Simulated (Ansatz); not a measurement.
`[OH][Na]` + HCl → `[Na][Cl]` + H₂O at 298.15 K and 1 bar (ligand exchange at the Na–O bond).

Gas-phase electronic energies from Ansatz, PBE0-D4/def2-TZVP geometries. CBS: MP2 limit from def2 TZ/QZ plus the TZ coupled-cluster correction, frozen cores. This one scheme is used for every species. For Na outer-core shells are correlated without core-valence functions, which leaves a few kJ/mol of doubt a bond.

```csv
species,CCSD(T)/CBS energy (Eh),H − E (kJ/mol),S (J/(mol·K))
`[OH][Na]`,-237.87975,41.8,236.0
HCl,-460.38127,26.6,186.8
`[Na][Cl]`,-621.93905,11.8,229.6
H₂O,-76.37941,66.4,188.7
```

H − E and S are ideal-gas, rigid-rotor, harmonic terms from PBE0-D4/def2-TZVP. 1 Eh = 2625.50 kJ/mol, R = 8.31446 J/(mol·K).

Task: By hand: ΔE, ΔH, ΔS and ΔG.

Result: ΔE = (-621.93905) + (-76.37941) − (-237.87975) − (-460.38127) = -0.05744 Eh = -150.8 kJ/mol. Δ(H − E) = 11.8 + 66.4 − 41.8 − 26.6 = 9.8, so ΔH = -141.0 kJ/mol. ΔS = 229.6 + 188.7 − 236.0 − 186.8 = -4.5 J/(mol·K). ΔG = -141.0 − 298.15 × (-4.5)/1000 = -139.7 kJ/mol.

Task: By hand: the equilibrium constant, and the temperature at which ΔG would vanish if ΔH and ΔS stayed fixed.

Result: log₁₀ K = −ΔG/(RT ln 10) = 24.5. ΔG = 0 at ΔH/ΔS = 31333 K, far beyond where these terms or the molecules hold.

The number of gas molecules stays the same, so ΔS is small and ΔH decides. A doubt of 5 kJ/mol in ΔE shifts log₁₀ K by 0.9 here. These are equilibria of isolated gas molecules and say nothing of rates. Largest T1 diagnostic: 0.012 (customary marks: 0.02 for closed shells, 0.045 for open ones).
